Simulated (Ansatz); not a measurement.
Which isomer of CHO2− gives these data?

These gas-phase data were calculated for one isomer of CHO2− at PBE0-D4/def2-TZVPD (harmonic, unscaled wavenumbers; equilibrium rotational constants with average atomic masses):

```
rotational constants            : 108.7, 12.35, 11.09 GHz
all wavenumbers above 1500 cm⁻¹ : 2593, 1699
```

Candidates:

(1) `O=C[O-]`, a singlet
(2) `O=[C-]O`, a singlet

Which structure fits?

Candidate (1). No mode falls between 3300 and 4000 cm⁻¹, where the O–H stretch of (2) would stand.

The same quantities for all candidates:

```tsv
	rotational constants (GHz)	wavenumbers above 1500 cm⁻¹	E above the lowest, PBE0-D4/def2-TZVPD (kcal/mol)
(1)	108.7, 12.35, 11.09	2593, 1699	0.0
(2)	98.08, 11.77, 10.51	3852, 1698	40.1
```

Each candidate is one conformer. Programs: Ansatz 0.2.0.
